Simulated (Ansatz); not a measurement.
**AlH5Si: short molecular-dynamics run**

Aim: a short molecular-dynamics run, for AlH5Si, run from a script. SMILES: [AlH2][SiH3].

All numbers are computed with the Python package of Ansatz 0.2.0. Level of theory: BLYP/def2-SVP.

## 1. Starting point

Bond lengths: Al1–Si2 2.390 Å, Al1–H3 1.504 Å, Al1–H4 1.562 Å, Si2–H5 1.485 Å, Si2–H6 1.478 Å, Si2–H7 1.501 Å. Angles: Al1–Si2–H5 109.7°, Al1–Si2–H6 111.1°, Al1–Si2–H7 108.0°, H5–Si2–H6 109.6°, H5–Si2–H7 109.1°, H6–Si2–H7 109.3°, Si2–Al1–H3 122.3°, Si2–Al1–H4 116.7°, H3–Al1–H4 121.0°.

No structure file is read: the coordinates are typed or built in the script.

## 2. The code

Input file alh5si.py:

```python
"""Molecular dynamics of one AlH5Si molecule."""

import ansatz
import numpy as np

geometry_ang = [
    ("Al", (-0.2945, -1.3363, 0.0898)),
    ("Si", (0.2481, 0.9856, -0.0673)),
    ("H", (0.6911, -2.3615, 0.578)),
    ("H", (-1.7375, -1.75, -0.3419)),
    ("H", (0.1157, 1.436, -1.4757)),
    ("H", (-0.6342, 1.797, 0.7978)),
    ("H", (1.6725, 1.1611, 0.3737)),
]
molecule = ansatz.Crystal.molecule()
for symbol, xyz in geometry_ang:
    molecule = molecule.atom(symbol, xyz)

base = (
    molecule.calculation()
    .basis(gaussian="def2-SVP")
    .functional("BLYP")
    .md("nvt_nose_hoover", timestep=0.5, steps=30, temperature=300, initial_velocities="maxwell_boltzmann", seed=95, thermostat_time=10)
)
frames = []
out = base.session().plan().execute(on_event=lambda e: frames.append(e["data"]) if e["event"] == "md_step" else None)
print("t (fs)   E_pot (eV)      E_kin (eV)   T (K)   d(0-1) (A)")
for f in frames[::1]:
    xyz = np.array(f["positions_ang"])
    print(f"{f['time_fs']:6.2f} {f['lagrangian_ev']:14.5f} {f['e_kin_ev']:10.5f} {f['temperature_k']:8.1f} {np.linalg.norm(xyz[0] - xyz[1]):9.4f}")
kept = np.array([f["conserved_ev"] for f in frames])
print(f"conserved energy moves by at most {1000 * np.ptp(kept):.3f} meV")
```

## 3. The input behind the calls

The package turns the script's settings into the engine's input:

```yaml
crystal:
  periodic: [false, false, false]
  atoms:
    - { symbol: Al, position_ang: [-0.2945, -1.3363, 0.0898] }
    - { symbol: Si, position_ang: [0.2481, 0.9856, -0.0673] }
    - { symbol: H, position_ang: [0.6911, -2.3615, 0.578] }
    - { symbol: H, position_ang: [-1.7375, -1.75, -0.3419] }
    - { symbol: H, position_ang: [0.1157, 1.436, -1.4757] }
    - { symbol: H, position_ang: [-0.6342, 1.797, 0.7978] }
    - { symbol: H, position_ang: [1.6725, 1.1611, 0.3737] }
basis:
  gaussian:
    orbitals: def2-SVP
hamiltonian:
  xc: blyp
md:
  timestep: 0.5
  n_steps: 30
  ensemble: nvt_nose_hoover
  temperature: 300.0
  nose_hoover:
    tau: 10.0
  initial_velocities: maxwell_boltzmann
  seed: 95
```

## 4. The run

Run with:

```sh
$ python alh5si.py
```

Log:

```text
t (fs)   E_pot (eV)      E_kin (eV)   T (K)   d(0-1) (A)
  0.00   -14549.84061    0.19389    300.0    2.3896
  0.50   -14549.86101    0.21412    331.3    2.3895
  1.00   -14549.87150    0.22445    347.3    2.3894
  1.50   -14549.87115    0.22388    346.4    2.3894
  2.00   -14549.86087    0.21331    330.0    2.3894
  2.50   -14549.84286    0.19498    301.7    2.3894
  3.00   -14549.82013    0.17199    266.1    2.3896
  3.50   -14549.79588    0.14760    228.4    2.3899
  4.00   -14549.77312    0.12487    193.2    2.3904
  4.50   -14549.75435    0.10632    164.5    2.3910
  5.00   -14549.74141    0.09376    145.1    2.3918
  5.50   -14549.73540    0.08830    136.6    2.3928
  6.00   -14549.73665    0.09030    139.7    2.3940
  6.50   -14549.74468    0.09937    153.8    2.3954
  7.00   -14549.75829    0.11443    177.1    2.3970
  7.50   -14549.77558    0.13371    206.9    2.3989
  8.00   -14549.79412    0.15490    239.7    2.4010
  8.50   -14549.81122    0.17539    271.4    2.4033
  9.00   -14549.82434    0.19262    298.0    2.4059
  9.50   -14549.83158    0.20461    316.6    2.4086
 10.00   -14549.83221    0.21051    325.7    2.4115
 10.50   -14549.82702    0.21095    326.4    2.4146
 11.00   -14549.81833    0.20813    322.0    2.4178
 11.50   -14549.80950    0.20533    317.7    2.4212
 12.00   -14549.80395    0.20597    318.7    2.4246
 12.50   -14549.80402    0.21248    328.8    2.4281
 13.00   -14549.80999    0.22532    348.6    2.4317
 13.50   -14549.81983    0.24266    375.5    2.4352
 14.00   -14549.82992    0.26099    403.8    2.4388
 14.50   -14549.83628    0.27630    427.5    2.4423
 15.00   -14549.83608    0.28556    441.8    2.4458
conserved energy moves by at most 1.238 meV
```

Run time: 13 s. Hardware: 1 thread of AMD EPYC 9R45 (Zen 5), shared host; peak memory 0.18 GiB.

## 5. What the engine kept of the run

The report of the run holds:

```
             item         value
SCF cycles in all           255
         orbitals            61
total energy (eV)  -14549.83642
```

## 6. What the atoms did

Every 2 steps:

```
time (fs)  T (K)  change of potential energy (meV/atom)  change of conserved energy (meV/atom)  mean square move (Å²)
      0.0    300                                    0.0                                   0.00                 0.0000
      1.0    347                                   -4.4                                  -0.03                 0.0006
      2.0    330                                   -2.9                                   0.01                 0.0023
      3.0    266                                    2.9                                   0.07                 0.0049
      4.0    193                                    9.6                                   0.12                 0.0077
      5.0    145                                   14.2                                   0.15                 0.0103
      6.0    140                                   14.9                                   0.14                 0.0121
      7.0    177                                   11.8                                   0.12                 0.0130
      8.0    240                                    6.6                                   0.07                 0.0131
      9.0    298                                    2.3                                   0.03                 0.0128
     10.0    326                                    1.2                                   0.03                 0.0123
     11.0    322                                    3.2                                   0.09                 0.0118
     12.0    319                                    5.2                                   0.14                 0.0115
     13.0    349                                    4.4                                   0.12                 0.0112
     14.0    404                                    1.5                                   0.06                 0.0113
     15.0    442                                    0.6                                   0.04                 0.0124
```

Positions (Å) and forces (eV/Å) at 15.0 fs:

```xyz
7

Al   -0.302   -1.366    0.100   -0.937    0.983   -0.709
Si    0.260    1.008   -0.077    0.300   -0.337   -0.147
H     0.616   -2.448    0.550    1.120   -1.149    0.612
H    -1.734   -1.809   -0.396   -0.302   -0.061   -0.035
H     0.072    1.612   -1.424    0.002    0.007   -0.352
H    -0.618    1.766    0.803   -0.649    0.473    0.596
H     1.628    1.320    0.396    0.467    0.084    0.036
```

## 7. Summary of results

```
                              quantity            value
                          total energy   -14549.8364 eV
                         dipole moment           0.44 D
                     length of the run  30 steps, 15 fs
         mean temperature, second half            329 K
                         farthest move           0.24 Å
largest change of the conserved energy    0.15 meV/atom
```

The temperature swings between 137 and 442 K, with a mean of 329 K in the second half; 7 atoms fluctuate widely. The conserved energy stays within 0.15 meV/atom, so the time step holds. A run of 15 fs is far too short for averages. Notes:
- The trajectory is only some femtoseconds long, and gives no averages; where the script doesn't relax first, it starts from a rough generated geometry.
- The temperature counts the internal degrees of freedom alone.
